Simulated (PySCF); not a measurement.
# C2H3F3O (SMILES FCOC(F)F): levels of theory compared

Wanted: a comparison of 5 runs (HF/STO-3G, HF/3-21G, HF/def2-TZVP, B2PLYP/3-21G, B3LYP/6-31G*) of C2H3F3O. 

The results are computed with PySCF 2.14.0.

## Step 1: The molecule

C2H3F3O has 9 atoms, charge 0, and is taken as a singlet. SMILES: `FCOC(F)F`. The shape is that of a PBE0-D4/def2-TZVP optimisation. This is one conformer, not always the lowest.

Bond lengths: F1–C2 1.372 Å, C2–O3 1.385 Å, O3–C4 1.368 Å, C4–F5 1.354 Å, C4–F6 1.332 Å, C2–H7 1.094 Å, C2–H8 1.089 Å, C4–H9 1.094 Å. Some angles: F1–C2–O3 110.3°, C2–O3–C4 115.2°, O3–C4–F5 110.3°, O3–C4–F6 106.7°, F5–C4–F6 108.0°, F1–C2–H7 107.6°, F1–C2–H8 108.6°, O3–C2–H7 111.8°, O3–C2–H8 106.5°, O3–C4–H9 113.4°.

## Step 2: Energy and gradient at HF/STO-3G (run 1)

Contents of job.py:

```python
import pyscf.grad
from pyscf import gto, scf

molecule = gto.M(
    atom='''
F      1.410303    -3.327808    -0.114517
C      0.369064    -1.485325    -1.610992
O     -1.471908    -0.174611    -0.291396
C     -0.587516     1.439215     1.525009
F      0.583736     3.438735     0.440306
F     -2.597618     2.299419     2.770905
H      1.900876    -0.244153    -2.231011
H     -0.581280    -2.386535    -3.198739
H      0.736237     0.549910     2.840825
''',
    basis='sto-3g',
    verbose=4,
    max_memory=1860,
    unit='bohr',
)

mf = scf.RHF(molecule)
mf.conv_tol = 1e-10
mf.kernel()
if not mf.converged:
    mf = mf.newton().run(mf.mo_coeff, mf.mo_occ)

etot = mf.e_tot
print('Final energy', etot)
grad = mf.Gradients().kernel()
dip = mf.dip_moment()
pop, q = mf.mulliken_pop()
```

Command:

```sh
$ OMP_NUM_THREADS=1 python job.py
```

Log:

```text
PySCF version 2.14.0

[... 61 lines left out ...]
converged SCF energy = -444.506243093487
Final energy -444.5062430934872
[... 11 lines left out ...]
Dipole moment(X, Y, Z, Debye):  1.11968, -0.37364, -0.58984
[... 43 lines left out ...]
charge of    8H =      0.06415
```

Wall time 1.8 s (1 thread of Intel Xeon at 2.70GHz, shared host); peak memory 0.12 GiB.

## Step 3: Energy and gradient at HF/3-21G (run 2)

Contents of job.py:

```python
import pyscf.grad
from pyscf import gto, scf

mol = gto.M(
    atom='''
F        0.746300      -1.761000      -0.060600
C        0.195300      -0.786000      -0.852500
O       -0.778900      -0.092400      -0.154200
C       -0.310900       0.761600       0.807000
F        0.308900       1.819700       0.233000
F       -1.374600       1.216800       1.466300
H        1.005900      -0.129200      -1.180600
H       -0.307600      -1.262900      -1.692700
H        0.389600       0.291000       1.503300
''',
    verbose=4,
    spin=0,
    max_memory=1860,
    basis='3-21g',
)

mf = scf.RHF(mol)
mf.conv_tol = 1e-10
mf.kernel()
if not mf.converged:
    mf = mf.newton().run(mf.mo_coeff, mf.mo_occ)

e_final = mf.e_tot
print('Final energy', e_final)
grad = mf.Gradients().kernel()
mf.analyze()
```

Command:

```sh
$ OMP_NUM_THREADS=1 python job.py
```

Log:

```text
PySCF version 2.14.0

[... 84 lines left out ...]
DFT Exchange-Correlation Energy =      -49.888952957968002
[... 13 lines left out ...]
MO #12  energy= -0.916517734117992 occ= 2
[... 11 lines left out ...]
MO #24  energy= -0.524063639266628 occ= 2
[... 11 lines left out ...]
MO #36  energy= 0.925954877157808  occ= 0
[... 11 lines left out ...]
MO #48  energy= 2.28490920105551   occ= 0
[... 11 lines left out ...]
MO #60  energy= 4.46053072160117   occ= 0
[... 72 lines left out ...]
Dipole moment(X, Y, Z, Debye):  1.65175, -0.68988, -1.20747
```

Run time: 2.4 s. Hardware: 1 thread of Intel Xeon at 2.70GHz, shared host; peak memory 0.13 GiB.

Runs 3 to 4 aren't shown in full; the table further down has their settings and results.

## Step 4: Energy and forces at B3LYP/6-31G(d) (Cartesian functions) (run 5)

Contents of run.py:

```python
# FCOC(F)F
from pyscf import gto, dft

molecule = gto.M(
    atom='''
F      0.746300    -1.761000    -0.060600
C      0.195300    -0.786000    -0.852500
O     -0.778900    -0.092400    -0.154200
C     -0.310900     0.761600     0.807000
F      0.308900     1.819700     0.233000
F     -1.374600     1.216800     1.466300
H      1.005900    -0.129200    -1.180600
H     -0.307600    -1.262900    -1.692700
H      0.389600     0.291000     1.503300
''',
    basis='6-31g*',
    max_memory=1860,
    verbose=4,
    cart=True,
)

calc0 = dft.RKS(molecule)
calc0.xc = 'b3lyp'
calc0.conv_tol = 1e-10
calc0.grids.level = 5
calc0.kernel()
if not calc0.converged:
    calc0 = calc0.newton().run(calc0.mo_coeff, calc0.mo_occ)

e_final = calc0.e_tot
print('E = %.10f Eh' % e_final)
grad = calc0.nuc_grad_method().kernel()
calc0.analyze()
```

Command:

```sh
$ OMP_NUM_THREADS=1 python run.py
```

Log:

```text
PySCF version 2.14.0

[... 106 lines left out ...]
MO #6   energy= -10.3298470079386  occ= 2
[... 17 lines left out ...]
MO #24  energy= -0.345809021198199 occ= 2
[... 17 lines left out ...]
MO #42  energy= 0.816347328403389  occ= 0
[... 17 lines left out ...]
MO #60  energy= 1.50508463908195   occ= 0
[... 17 lines left out ...]
MO #78  energy= 2.203495066972     occ= 0
[... 17 lines left out ...]
MO #96  energy= 4.85206846340494   occ= 0
[... 108 lines left out ...]
Dipole moment(X, Y, Z, Debye):  1.04891, -0.48339, -0.90578
```

Run time: 36 s. Hardware: 1 thread of Intel Xeon at 2.70GHz, shared host; peak memory 0.95 GiB.

## Step 5: The series

| run | level | task | frozen core orbitals | energy (Eh) | dipole moment (D) | HOMO energy (eV) | LUMO energy (eV) | wall time |
| --- | --- | --- | --- | --- | --- | --- | --- | --- |
| 1 | HF/STO-3G | gradient | – | -444.506243 | 1.32 | -10.66 | 14.76 | 1.8 s |
| 2 | HF/3-21G | gradient | – | -448.204861 | 2.16 | -14.11 | 7.08 | 2.4 s |
| 3 | HF/def2-TZVP | gradient | – | -450.858759 | 1.80 | -14.39 | 4.29 | 2.5 min |
| 4 | B2PLYP/3-21G | energy | 6 | -449.805525 | 1.90 | -11.11 | 4.60 | 13 s |
| 5 | B3LYP/6-31G* (Cartesian functions) | gradient | – | -452.747350 | 1.47 | -9.19 | 2.50 | 36 s |

## Step 6: Outcome

| quantity | value |
| --- | --- |
| run 5: total energy | -452.74735 Eh |
| run 5: dipole moment | 1.47 D |
| run 5: HOMO energy | -9.19 eV |
| run 5: LUMO energy | 2.50 eV |
| run 5: HOMO–LUMO gap | 11.69 eV |
| run 5: largest force on an atom | 0.558 eV/Å |

The dipole moment (its size) runs from 1.32 D (HF/STO-3G) to 2.16 D (HF/3-21G). The HOMO–LUMO gap runs from 11.69 eV (B3LYP/6-31G*) to 25.42 eV (HF/STO-3G). The two ends differ in method and basis. Totals of different functionals can't be ranked against each other. In run 1 the basis is minimal, so the values are rough. All runs together took 3.4 min, the longest 2.5 min.
